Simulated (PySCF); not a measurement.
**Bond length, frequency and bond energy of B₂ by level of theory**

State: ³Σg⁻ (triplet), unpaired electrons π ↑↑. Set-up: basis B x2c-TZVPPall; spin-free X2C with a Gaussian nucleus; PySCF 2.14. De refers to B + B in their high-spin ground configurations, without counterpoise correction. The functionals are run spin-unrestricted. Levels whose curve was spin-contaminated or gave no clean fit are not listed.

```
       Level  Re (Å)  ωe (cm⁻¹)  De (eV)
        ROHF   1.432       1585    -4.02
    ROHF-MP2   1.611        876    0.142
ROHF-SCS-MP2   1.624        831    0.029
   ROHF-CCSD   1.587       1087     1.73
```

What does second-order correlation do here, going from ROHF to ROHF-MP2?

ROHF-MP2 less ROHF: +17.9 pm in Re, -44.7 % in ωe, +4.16 eV in De. Correlation nearly always deepens the well. The bond lengthens, as in strong covalent bonds, where excitations into antibonding orbitals dominate.

Correlated steps freeze 2 core orbitals. The bond is weak. Basis-set superposition, not corrected here, can be much of De in a small basis, most of all at correlated wavefunction levels. The CCSD T1 diagnostic is raised, a sign that a single reference may not be enough here. UHF is strongly spin-contaminated for B2, so the ROHF reference used there is far from stable. A negative De means that the minimum lies above the separated atoms at that level. The state is the lowest determinant that a PBE0 search found; another state may lie lower at other levels.

The whole job (state search and all levels along the bond) took about 4 min on 1 thread of Intel Xeon Platinum 8175M @ 2.50GHz (shared host), peak memory 1.3 GiB.
